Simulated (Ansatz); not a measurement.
```yaml
crystal:
  periodic: [false, false, false]
  atoms:
    - {symbol: Cr, position_ang: [-0.847150, -0.000463, -0.003897]}
    - {symbol: Si, position_ang: [1.397652, 0.000764, 0.006430]}
    - {symbol: H, position_ang: [2.377865, 1.151328, 0.008416]}
    - {symbol: H, position_ang: [2.379099, -1.148727, 0.013467]}
basis:
  gaussian: {orbitals: def2-TZVP}
hamiltonian: {xc: pbe0}
relax: {f_tol: 0.004, max_steps: 80}
```

```sh
$ ansatz run in.yaml --threads 1 --pin off --events-out ev --progress --plain --max-ram 2176MiB
```

Steps of the relaxation (energy above the last step; positions in Å, forces in eV/Å):

```
4
step 1, 33.0 meV
Cr   -0.847    0.000   -0.004    0.723    0.000    0.003
Si    1.398    0.001    0.006   -0.292    0.000   -0.001
H     2.378    1.151    0.008   -0.215    0.050   -0.001
H     2.379   -1.149    0.013   -0.215   -0.050   -0.001
```

```
4
step 2, 4.0 meV
Cr   -0.778    0.000   -0.004    0.120    0.000    0.001
Si    1.422    0.001    0.007   -0.143    0.000   -0.001
H     2.331    1.205    0.008    0.011   -0.139    0.000
H     2.332   -1.203    0.013    0.011    0.139    0.000
```

```
4
step 3, 0.1 meV
Cr   -0.781    0.000   -0.004    0.021    0.000    0.000
Si    1.410    0.001    0.006   -0.011    0.000    0.000
H     2.339    1.186    0.008   -0.005   -0.023    0.000
H     2.340   -1.183    0.013   -0.005    0.023    0.000
```

```
4
step 4, 0.0 meV
Cr   -0.781    0.000   -0.004   -0.001    0.000    0.000
Si    1.408    0.001    0.006    0.004    0.000    0.000
H     2.339    1.183    0.008   -0.001   -0.001    0.000
H     2.340   -1.180    0.013   -0.001    0.001    0.000
```

Close pairs at the end: Si2–H4 1.504 Å, Si2–H3 1.504 Å, Cr1–Si2 2.189 Å.

A stationary point of restricted PBE0 after 4 steps (its stability towards spin polarisation wasn't tested); no frequencies were run, so it isn't proven a minimum. 38 s on 1 thread of Arm Neoverse V2, shared host.
